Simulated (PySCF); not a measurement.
Bond stretch in SMILES SC (CH₄S). The C1–H6 bond (C1 also carries H, H, S; H6 carries nothing else) is stretched with both fragments frozen at the PBE0/def2-TZVP optimised geometry.

Methods: RCCSD = CCSD on RHF/cc-pVDZ, 6 core orbitals frozen (PySCF); RHF/6-31G* = PySCF with restricted Hartree-Fock/6-31G*, spherical d; UCCSD(T) = CCSD(T) on UHF/cc-pVDZ, 6 core orbitals frozen in PySCF.

Energies relative to the lowest point of each curve near equilibrium, in kcal/mol:

```csv
R / Å,RCCSD,RHF/6-31G*
0.92,18.8,15.4
0.98,7.4,5.3
1.06,0.7,0.2
1.26,7.2,9.9
1.34,14.3,18.2
1.47,27.6,33.6
1.81,61.8,74.5
1.96,74.1,90.8
2.38,98.5,129.3
2.92,113.0,165.0
3.24,116.8,180.6
3.80,119.7,200.3
```

Question: Estimate the UCCSD(T) values at these points.

Answer: 0.92: 18.9; 0.98: 7.5; 1.06: 0.7; 1.26: 7.0; 1.34: 13.9; 1.47: 26.9; 1.81: 60.5; 1.96: 72.7; 2.38: 95.7; 2.92: 103.4; 3.24: 104.2; 3.80: 104.6 (kcal/mol).

The T1 diagnostic of CCSD on the restricted reference of RCCSD exceeds 0.045 at 2.92 to 3.80 Å. The restricted form behind RHF/6-31G* keeps the bonding electrons paired and can't separate into open-shell fragments. The unrestricted determinant behind UCCSD(T) is spin-contaminated at 1.81 to 3.80 Å (<S²> up to 1.0, against 0.00 for a pure singlet).
